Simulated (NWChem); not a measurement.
**BNH6 (SMILES [BH3-][NH3+]): levels of theory compared**

We compute a comparison of 6 runs (BLYP/def2-TZVP, B2PLYP/def2-TZVP, M06-2X/def2-TZVP, M06-L/def2-TZVP, PBE0/def2-TZVP, wB97X/def2-TZVP) of BNH6. 

The calculation is run with NWChem 7.3.0.

**1. The system as given**

BNH6: 8 atoms, total charge 0, spin state singlet. As SMILES, `[BH3-][NH3+]`. The B1–H3 distance was set to 1.818 Å, away from the relaxed value. At this shape a bond of the SMILES string is far longer than usual.

Bond lengths: B1–N2 1.639 Å, B1–H4 1.212 Å, B1–H5 1.212 Å, N2–H6 1.015 Å, N2–H7 1.015 Å, N2–H8 1.015 Å. Angles: B1–N2–H6 110.9°, B1–N2–H7 110.9°, B1–N2–H8 110.9°, N2–B1–H4 105.3°, N2–B1–H5 105.3°, H6–N2–H7 108.0°, H6–N2–H8 108.0°, H7–N2–H8 108.0°, H4–B1–H5 113.3°.

**2. A single-point energy at BLYP/def2-TZVP (run 1)**

Input file a.xyz:

```xyz
8
BH6N energy
B     -0.247846     0.740367    -0.422624
N      0.149954     0.234467     1.084476
H     -0.078200    -0.728400    -1.481000
H     -1.389146     1.139267    -0.334424
H      0.547854     1.616167    -0.685624
H      0.084254     0.996567     1.751476
H      1.100054    -0.121733     1.108076
H     -0.470546    -0.506933     1.393276
```

Input file run.py:

```python
from ase.io import read
from ase.calculators.nwchem import NWChem

molecule = read('a.xyz')

calc = NWChem(
    label='a',
    theory='dft',
    memory='2200 mb',
    basis='def2-TZVP',
    basispar='spherical bse',
    dft={'xc': 'becke88 lyp', 'mult': '1', 'grid': 'fine', 'convergence': 'energy 1e-08', 'iterations': '100', 'mulliken': None, 'print': 'low'},
    task='energy',
)
molecule.calc = calc

print(f"energy = {molecule.get_potential_energy():.6f} eV")
```

Started as:

```sh
$ export ASE_NWCHEM_COMMAND="nwchem PREFIX.nwi > PREFIX.nwo"
$ python run.py
```

Standard output:

```text
energy = -2262.321772 eV
```

The calculator wrote a.nwi:

```
title "a"

permanent_dir a

scratch_dir a

start a

geometry units angstrom nocenter noautosym noautoz
  B  -2.4784600000000001e-01 7.4036700000000000e-01 -4.2262400000000000e-01
  N  1.4995400000000000e-01 2.3446700000000001e-01 1.0844760000000000e+00
  H  -7.8200000000000006e-02 -7.2840000000000005e-01 -1.4810000000000001e+00
  H  -1.3891460000000000e+00 1.1392670000000000e+00 -3.3442400000000000e-01
  H  5.4785399999999995e-01 1.6161669999999999e+00 -6.8562400000000001e-01
  H  8.4253999999999996e-02 9.9656699999999998e-01 1.7514760000000000e+00
  H  1.1000540000000001e+00 -1.2173299999999999e-01 1.1080760000000001e+00
  H  -4.7054600000000002e-01 -5.0693299999999997e-01 1.3932760000000000e+00
end

memory 2200 mb

basis spherical bse noprint
   * library def2-TZVP
end

dft
  xc becke88 lyp
  mult 1
  grid fine
  convergence energy 1e-08
  iterations 100
  mulliken
  print low
end

task dft energy
```

a.nwo, shortened:

```text
[...]
         Total DFT energy =      -83.138792338004
      One electron energy =     -188.524253736707
           Coulomb energy =       78.878389951540
    Exchange-Corr. energy =      -13.060636625763
 Nuclear repulsion energy =       39.567708072925
[... 1 line left out ...]
 Numeric. integr. density =       17.999999025740
[...]
      Total Density - Mulliken Population Analysis
     ---------------------------------------------
    Atom       Charge   Shell Charges
 -----------   ------   -------------------------------------------------------
    1 B    5     5.16   0.91  1.06  0.50  0.48  0.13  0.99  0.72  0.32  0.03  0.01  0.01
    2 N    7     7.39   0.82  1.15  0.57  0.77  0.15  1.62  1.58  0.70  0.01  0.02  0.00
    3 H    1     1.16   0.20  0.50  0.46  0.00
[... 4 lines of this table left out ...]
    8 H    1     0.73   0.28  0.37  0.04  0.03
[...]
```

It took 28 s on 1 thread of Intel Xeon Platinum 8375C at 2.90GHz (Ice Lake), shared host; peak memory 0.12 GiB.

**3. A single-point energy at B2PLYP/def2-TZVP (run 2)**

Input file bh6n.nw:

```
start bh6n
memory total 2200 mb
charge 0

geometry noautosym nocenter noautoz
  B     -0.247846     0.740367    -0.422624
  N      0.149954     0.234467     1.084476
  H     -0.078200    -0.728400    -1.481000
  H     -1.389146     1.139267    -0.334424
  H      0.547854     1.616167    -0.685624
  H      0.084254     0.996567     1.751476
  H      1.100054    -0.121733     1.108076
  H     -0.470546    -0.506933     1.393276
end

basis spherical bse
  * library def2-TZVP
end

dft
  xc hfexch 0.53 becke88 0.47 lyp 0.73 mp2 0.27
  dftmp2 semidirect
  grid fine
  convergence energy 1e-08
  maxiter 100
  mulliken
end

mp2
  freeze core 2
end

task dft energy
```

Started as:

```sh
$ nwchem bh6n.nw > bh6n.out
```

Standard output:

```text
[...]
          Wavefunction type:  closed shell.
          No. of atoms     :     8
          No. of electrons :    18
[...]
          Charge           :     0
          Spin multiplicity:     1
[...]
          AO basis - number of functions:    98
[...]
              XC Information
              --------------
                     Hartree-Fock (Exact) Exchange  0.530
                    Becke 1988 Exchange Functional  0.470
              Lee-Yang-Parr Correlation Functional  0.730
[...]
 d= 0,ls=0.0,diis     1    -82.9482707673 -1.23D+02  3.55D-03  2.17D-01     3.3
[...]
 d= 0,ls=0.0,diis     8    -82.9827099997 -1.59D-09  3.27D-07  2.52D-09    19.5
         Total DFT energy =      -82.982709999659
      One electron energy =     -188.432361076655
           Coulomb energy =       78.785835959817
    Exchange-Corr. energy =      -12.903892955747
 Nuclear repulsion energy =       39.567708072925
[...]
      Total Density - Mulliken Population Analysis
     ---------------------------------------------
    Atom       Charge   Shell Charges
 -----------   ------   -------------------------------------------------------
    1 B    5     5.19   0.91  1.06  0.46  0.51  0.13  0.92  0.85  0.26  0.04  0.05  0.01
    2 N    7     7.42   0.82  1.16  0.54  0.82  0.11  1.56  1.70  0.67  0.01  0.03  0.00
    3 H    1     1.17   0.19  0.50  0.48  0.00
    4 H    1     1.04   0.26  0.52  0.25  0.01
    5 H    1     1.04   0.26  0.52  0.25  0.01
    6 H    1     0.72   0.27  0.38  0.04  0.03
    7 H    1     0.71   0.27  0.38  0.04  0.03
    8 H    1     0.71   0.27  0.38  0.04  0.03
[...]
  Basis functions       =     98
[...]
```

Run time: 24 s. Hardware: 1 thread of Intel Xeon Platinum 8375C at 2.90GHz (Ice Lake), shared host; peak memory 0.23 GiB.

Runs 3 to 5 aren't shown in full; the table further down has their settings and results.

**4. The energy at wB97X/def2-TZVP (run 6)**

Input file m1.nw:

```
START m1
TITLE "BH6N"
memory stack 880 mb heap 220 mb global 1100 mb

GEOMETRY units angstrom noautosym nocenter noautoz
   B     -0.247846     0.740367    -0.422624
   N      0.149954     0.234467     1.084476
   H     -0.078200    -0.728400    -1.481000
   H     -1.389146     1.139267    -0.334424
   H      0.547854     1.616167    -0.685624
   H      0.084254     0.996567     1.751476
   H      1.100054    -0.121733     1.108076
   H     -0.470546    -0.506933     1.393276
END

BASIS "ao basis" spherical bse
   * library def2-TZVP
END

DFT
   xc wb97x
   mult 1
   grid fine
   convergence energy 1e-08
   iterations 100
   mulliken
   print medium
END

TASK dft energy
```

Started as:

```sh
$ nwchem m1.nw > m1.out
```

Standard output:

```text
[...]
          Wavefunction type:  closed shell.
          No. of atoms     :     8
          No. of electrons :    18
[...]
          Charge           :     0
          Spin multiplicity:     1
[...]
          AO basis - number of functions:    98
[...]
              XC Information
              --------------
                       wb97x  Method XC Functional
                     Hartree-Fock (Exact) Exchange  1.000
                         wb97x Exchange Functional  1.000
                      wb97x Correlation Functional  1.000
[...]
 d= 0,ls=0.0,diis     1    -83.1252250198 -1.23D+02  3.34D-03  2.80D-01    10.5
[...]
 d= 0,ls=0.0,diis     8    -83.1603430308 -9.26D-09  1.14D-06  5.11D-09    73.0
         Total DFT energy =      -83.160343030828
      One electron energy =     -188.483948935756
           Coulomb energy =       78.833572617033
    Exchange-Corr. energy =      -13.077674785030
 Nuclear repulsion energy =       39.567708072925
[...]
      Total Density - Mulliken Population Analysis
     ---------------------------------------------
    Atom       Charge   Shell Charges
 -----------   ------   -------------------------------------------------------
    1 B    5     5.23   0.92  1.06  0.46  0.50  0.14  0.94  0.88  0.25  0.04  0.05  0.01
    2 N    7     7.42   0.82  1.15  0.55  0.79  0.13  1.58  1.69  0.68  0.01  0.03  0.00
    3 H    1     1.16   0.20  0.47  0.49  0.00
    4 H    1     1.03   0.26  0.50  0.26  0.01
    5 H    1     1.03   0.26  0.50  0.26  0.01
    6 H    1     0.72   0.27  0.38  0.03  0.03
    7 H    1     0.70   0.27  0.37  0.03  0.03
    8 H    1     0.70   0.27  0.37  0.03  0.03
[...]
```

Wall time 74 s (1 thread of Intel Xeon Platinum 8375C at 2.90GHz (Ice Lake), shared host); peak memory 0.11 GiB.

**5. All runs side by side**

```tsv
run	level	frozen core orbitals	energy (Eh)	wall time
1	BLYP/def2-TZVP	–	-83.138792	28 s
2	B2PLYP/def2-TZVP	2	-83.097280	24 s
3	M06-2X/def2-TZVP	–	-83.134480	31 s
4	M06-L/def2-TZVP	–	-83.172250	36 s
5	PBE0/def2-TZVP	–	-83.075428	20 s
6	wB97X/def2-TZVP	–	-83.160343	74 s
```

**6. Results**

| quantity | value |
| --- | --- |
| run 6: total energy | -83.16034 Eh |
| run 6: dipole moment | 6.22 D |
| run 6: HOMO energy | -8.92 eV |
| run 6: LUMO energy | 1.91 eV |
| run 6: HOMO–LUMO gap | 10.83 eV |

What this shows: Over runs 2, 3, 4, 5, 6 the dipole moment (its size) runs from 6.09 D (M06-2X/def2-TZVP) to 6.22 D (B2PLYP/def2-TZVP). A double hybrid's value is that of its SCF part. Over runs 2, 3, 4, 5, 6 the HOMO–LUMO gap runs from 5.40 eV (M06-L/def2-TZVP) to 10.83 eV (wB97X/def2-TZVP). Totals of different functionals can't be ranked against each other. All runs together took 3.6 min, the longest 74 s.
